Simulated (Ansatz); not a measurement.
A calculation on chalcopyrite CdGeAs2 returned lattice constant a 5.874 Å, lattice parameter c 11.224 Å, equilibrium volume per atom 24.21 Å³/atom, bulk modulus 65.7 GPa, cohesive energy 3.58 eV/atom, formation enthalpy -0.053 eV/atom.

For reference: lattice constant a 5.943 Å (measured, 298 K, no zero-point or thermal correction; as tabulated in Abstract on Scilit: Piezoelectric nonlinear optic CuGaSe2 and CdGeAs2: Crystal …); lattice parameter c 11.216 Å (measured, 298 K, not corrected to a static lattice; as tabulated in Abstract on Scilit: Piezoelectric nonlinear optic CuGaSe2 and CdGeAs2: Crystal …); bulk modulus 69.9 GPa (measured, temperature not stated, no zero-point or thermal correction; as tabulated in Toher et al. (2017), arXiv:1611.05714).

**Question.** Which level of theory produced these numbers?
A) rVV10 (Ansatz (a program for electronic structure))
B) r²SCAN+rVV10 (Ansatz)
C) PBE-D3(BJ) (Ansatz)
D) LDA (Ansatz)

**Answer.** D, LDA (Ansatz)

The others give: rVV10 6.082 Å, 11.554 Å, 26.72 Å³/atom, 51.5 GPa, 2.97 eV/atom, -0.067 eV/atom; r²SCAN+rVV10 5.958 Å, 11.235 Å, 24.93 Å³/atom, 63.9 GPa, 3.01 eV/atom, -0.132 eV/atom; PBE-D3(BJ) 5.973 Å, 11.305 Å, 25.20 Å³/atom, 58.9 GPa, 3.03 eV/atom, -0.038 eV/atom.

Unless a cell is named, each level is at its own relaxed cell (LDA 24.21, PBE-D3(BJ) 25.20, r²SCAN+rVV10 24.92, rVV10 26.72 Å³/atom).

Caveats: an element that serves as reference has a cell well above its measured volume (rVV10). Ansatz's density-functional and Hartree–Fock values are scalar-relativistic unless marked +SOC, with PAW data made under PBE.
